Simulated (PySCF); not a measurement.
Compound: C4H7P.
Cartesian coordinates in Å at the PBE0-D3(BJ)/def2-SVP level; atoms count from 1:
```
atom  x, y, z in Å
C1     2.2555   -0.3282   -1.0701
C2     1.4189   -0.3116   -0.1868
P3     0.3082   -0.3549    1.1971
C4    -0.2849    1.3981    1.1783
C5    -1.1382   -1.2011    0.4124
H6     2.9873   -0.3375   -1.8577
H7    -0.6813    1.7001    0.1974
H8     0.5480    2.0622    1.4513
H9    -1.0704    1.5054    1.9419
H10   -1.4431   -0.7275   -0.5328
H11   -0.8826   -2.2538    0.2240
H12   -1.9793   -1.1764    1.1223
```

The closed-shell ground state was solved at several levels (PySCF, density fitting, gas phase, non-relativistic).

| level | basis functions | HOMO (eV) | LUMO (eV) | gap (eV) | dipole (D) |
| --- | --- | --- | --- | --- | --- |
| PBE0/pcSseg-1 | 127 | -6.62 | 0.13 | 6.75 | 1.35 |
| wB97X-D/def2-SVPD | 160 | -8.39 | 1.82 | 10.21 | 1.40 |

(1) What might HF/pcSseg-2 (285 basis functions) give for the same quantities?

(2) Over all these levels, which gives the widest orbital gap and which the narrowest?

(3) How far do the dipole and the HOMO energy spread over the levels?

Answers

(1) HOMO -9.07 eV, LUMO 2.62 eV, gap 11.69 eV, dipole 1.38 D.

(2) HF/pcSseg-2 (Hartree–Fock, all exact exchange) has the widest, 11.69 eV, and PBE0/pcSseg-1 (global hybrid, 25 % exact exchange) the narrowest, 6.75 eV. Functional and basis both differ between the two, so the spread mixes both effects. The HOMO need not be the same orbital at Hartree–Fock and at DFT levels.

(3) The dipole runs from 1.35 to 1.40 D (mean 1.38 D) and the HOMO from -9.07 to -6.62 eV.
